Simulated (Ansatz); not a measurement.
The input, for Ansatz 0.2.0:

```yaml
crystal:
  periodic: [false, false, false]
  atoms:
    - {symbol: Al, position_ang: [-1.982805, 0.029322, 0.000000]}
    - {symbol: H, position_ang: [-2.775729, 1.402706, 0.000000]}
    - {symbol: H, position_ang: [-2.775729, -1.344062, 0.000000]}
    - {symbol: H, position_ang: [-0.507805, 0.029322, 0.000000]}
    - {symbol: Si, position_ang: [1.939195, 0.029322, 0.000000]}
    - {symbol: H, position_ang: [2.551375, -0.844962, 1.090012]}
    - {symbol: H, position_ang: [2.551375, -0.844962, -1.090012]}
basis:
  gaussian: {orbitals: cc-pVDZ}
correlation: {method: sc_nevpt2, electrons: outside_noble_gas, active_space: {window: {electrons: 2, orbitals: 2}}}
```

```sh
$ ansatz run in.yaml --threads 1 --pin off --events-out ev --progress --plain --max-ram 2393MiB
```

Task: Roughly how long does this take on 1 thread of AMD EPYC 9B14, shared host, and how much host memory?

Result: 1.9 s wall and 0.2 GiB.

```
579 factors; integrals over basis functions are off by at most 1.1e-3 eV
mean field evaluation 1: about -14520.2275 eV, gradient 1.1e1 eV
mean field evaluation 2: about -14520.2298 eV, gradient 1.1e1 eV
mean field evaluation 4: about -14521.0463 eV, gradient 4.3e-1 eV
mean field evaluation 8: about -14521.0479 eV, gradient 2.1e-4 eV
mean field -14521.04789252 eV, -533.6386673304 hartree, gradient 1.8e-6 eV, S^2 0.000000; 0 other end points of the search recorded, 0 dependent functions left out; unrestricted orbitals would lower it
reference -14521.04789252 eV, -533.6386673304 hartree; 16, 16 occupied and 45, 45 virtual orbitals, 579 factors
state -14521.53634295 eV, -533.6566175527 hartree
state -14521.53634295 eV, -533.6566175527 hartree; corrected -14525.70713724 eV, -533.8098914157 hartree
Total energy: -14525.70713724 eV, -533.8098914157 hartree
```
